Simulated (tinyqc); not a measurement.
Worked calculation: coupled-perturbed Hartree-Fock on RHF in the sto-6g basis, for H2F+, spin multiplicity 1. One step of it, computed by the program tinyqc.

Problem. Coupled step 2. U_ai = -(mu_ai + sum_bj [4 (ai|bj) - (ab|ij) - (aj|bi)] U_bj) / (e_a - e_i); alpha = -4 sum U_ai mu_ai.

U after step 1:
```
          i1         i2         i3         i4        i5
a6  0.000413  -0.005144   0.000000  -0.382666  0.000000
a7  0.000000   0.000000  -0.358883   0.000000  0.000000
```

dipole integrals <a|z|i> (bohr):
```
           i1        i2        i3        i4        i5
a6  -0.030412  0.100633  0.000000  0.428608  0.000000
a7   0.000000  0.000000  0.551619  0.000000  0.000000
```

orbital energies (hartree): MO1 -27.010980, MO2 -2.149518, MO3 -1.260595, MO4 -1.150768, MO5 -1.095262, MO6 0.043628, MO7 0.187280

Two-electron integrals over orbitals (pq|rs), unique and non-zero (hartree):
```
(11|11) 5.380399    (21|11) -0.509602   (21|21) 0.078661    (22|11) 1.216753
(22|21) -0.019005   (22|22) 0.871805    (31|31) 0.018384    (32|31) 0.026489
(32|32) 0.163324    (33|11) 1.015763    (33|21) -0.007578   (33|22) 0.779802
(33|33) 0.766058    (41|11) 0.165324    (41|21) -0.021325   (41|22) 0.018356
(41|33) 0.005603    (41|41) 0.031199    (42|11) -0.100746   (42|21) 0.010523
(42|22) 0.018549    (42|33) -0.006031   (42|41) 0.027457    (42|42) 0.151945
(43|31) -0.005257   (43|32) 0.000163    (43|43) 0.049920    (44|11) 1.169787
(44|21) -0.015462   (44|22) 0.811172    (44|33) 0.731714    (44|41) -0.012872
(44|42) -0.097033   (44|44) 0.912722    (51|51) 0.030411    (52|51) 0.038597
(52|52) 0.178955    (53|53) 0.039869    (54|51) -0.011724   (54|52) -0.041189
(54|54) 0.058537    (55|11) 1.265971    (55|21) -0.013254   (55|22) 0.880652
(55|33) 0.765227    (55|41) 0.004121    (55|42) -0.052474   (55|44) 0.842010
(55|55) 0.998085    (61|11) 0.245589    (61|21) -0.040712   (61|22) 0.002935
(61|33) 0.002056    (61|41) -0.002446   (61|42) -0.020646   (61|44) 0.016312
(61|55) 0.005852    (61|61) 0.028252    (62|11) -0.330386   (62|21) 0.008425
(62|22) -0.161979   (62|33) -0.104397   (62|41) -0.019286   (62|42) -0.036084
(62|44) -0.108425   (62|55) -0.163630   (62|61) 0.004594    (62|62) 0.089079
(63|31) -0.005094   (63|32) 0.019533    (63|43) 0.014324    (63|63) 0.058314
(64|11) -0.250826   (64|21) 0.002346    (64|22) -0.127222   (64|33) -0.081223
(64|41) -0.004514   (64|42) 0.017162    (64|44) -0.143014   (64|55) -0.135058
(64|61) 0.000997    (64|62) 0.061232    (64|64) 0.069351    (65|51) -0.014927
(65|52) -0.055736   (65|54) -0.004206   (65|65) 0.029458    (66|11) 0.759959
(66|21) -0.006205   (66|22) 0.614889    (66|33) 0.581668    (66|41) 0.018802
(66|42) 0.072489    (66|44) 0.559402    (66|55) 0.579475    (66|61) -0.005799
(66|62) -0.070206   (66|64) -0.031812   (66|66) 0.569747    (71|31) -0.018112
(71|32) -0.024708   (71|43) 0.005335    (71|63) 0.004698    (71|71) 0.017870
(72|31) -0.016687   (72|32) -0.054770   (72|43) 0.029424    (72|63) 0.030578
(72|71) 0.015768    (72|72) 0.052706    (73|11) -0.414175   (73|21) 0.008590
(73|22) -0.184360   (73|33) -0.158177   (73|41) 0.001782    (73|42) 0.066644
(73|44) -0.194035   (73|55) -0.217103   (73|61) -0.006202   (73|62) 0.074735
(73|64) 0.080095    (73|66) -0.022925   (73|73) 0.156621    (74|31) 0.009378
(74|32) 0.065428    (74|43) -0.011749   (74|63) 0.036858    (74|71) -0.009081
(74|72) -0.010790   (74|74) 0.053579    (75|53) -0.024863   (75|75) 0.019106
(76|31) 0.010530    (76|32) 0.096650    (76|43) 0.040692    (76|63) 0.068693
(76|71) -0.009908   (76|72) 0.013027    (76|74) 0.061201    (76|76) 0.148470
(77|11) 0.814097    (77|21) -0.007340   (77|22) 0.632611    (77|33) 0.635388
(77|41) 0.003975    (77|42) 0.013932    (77|44) 0.605585    (77|55) 0.613265
(77|61) 0.002496    (77|62) -0.051658   (77|64) -0.026121   (77|66) 0.560894
(77|73) -0.060948   (77|77) 0.599655
```

Give: U after step 2; polarisability.

Solution.

U after step 2:
```
        i1      i2       i3       i4      i5
a6  0.0004  0.0008   0.0000  -0.3980  0.0000
a7  0.0000  0.0000  -0.3572   0.0000  0.0000
```

polarisability = 1.4702 bohr^3
